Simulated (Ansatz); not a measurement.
## Worked example: H$_{3}$Ge–Ge⁺, triplet against H₃Ge–Ge, doublet

Geometry (PBE0/def2-TZVP stationary point of a doublet), kept for both states:

```xyz
5

Ge   -0.0020    0.0000    1.2075
Ge   -0.0014    0.0000   -1.2815
H     1.5002    0.0000    1.5882
H    -0.6286    1.2435    1.8741
H    -0.6287   -1.2435    1.8741
```

Basis cc-pVTZ; Ansatz 0.2.0. Correlated methods freeze the noble-gas cores and the filled d shells of p-block atoms. R marks a restricted (for open shells ROHF) determinant, U an unrestricted one. No spin–orbit coupling is included, and no scalar relativity.

Full CI isn't at hand for all of this; UCCSDT(Q) serves as the reference, and is uncertain by about the last step of the cluster series.

| level | E(H3Ge–Ge, doublet) (hartree) | E(H3Ge–Ge⁺, triplet) (hartree) |
| --- | --- | --- |
| UHF | -4152.515851 | -4152.229197 |
| UMP2 | -4152.706119 | -4152.392573 |
| UCCSD(T) | -4152.754676 | -4152.435602 |
| PBE | -4155.187866 | -4154.867415 |
| wB97M-V | -4155.584214 | -4155.263051 |
| UCCSDT(Q) | -4152.756349 | -4152.437144 |

Question: Give the vertical gap, H3Ge–Ge⁺ triplet less H3Ge–Ge doublet, at each level in eV (1 hartree = 27.2114 eV), and each error against UCCSDT(Q).

Answer: UCCSDT(Q): (-4152.437144 − (-4152.756349)) × 27.2114 = 8.686 eV (the reference)
wB97M-V: (-4155.263051 − (-4155.584214)) × 27.2114 = 8.739 eV, error 0.053 eV
PBE: (-4154.867415 − (-4155.187866)) × 27.2114 = 8.720 eV, error 0.034 eV
UCCSD(T): (-4152.435602 − (-4152.754676)) × 27.2114 = 8.682 eV, error -0.004 eV
UMP2: (-4152.392573 − (-4152.706119)) × 27.2114 = 8.532 eV, error -0.154 eV
UHF: (-4152.229197 − (-4152.515851)) × 27.2114 = 7.800 eV, error -0.886 eV

Total energies of functionals can't be set beside those of wave-function methods, since they hold the core's correlation and their own absolute errors; only the differences compare.

The reference still carries a basis error, for a change of charge of the order of 0.1 eV, so smaller errors of functionals can't be ranked.

Each level lands on the state that its own search finds. T1 diagnostics of restricted CCSD: 0.018 and 0.023.
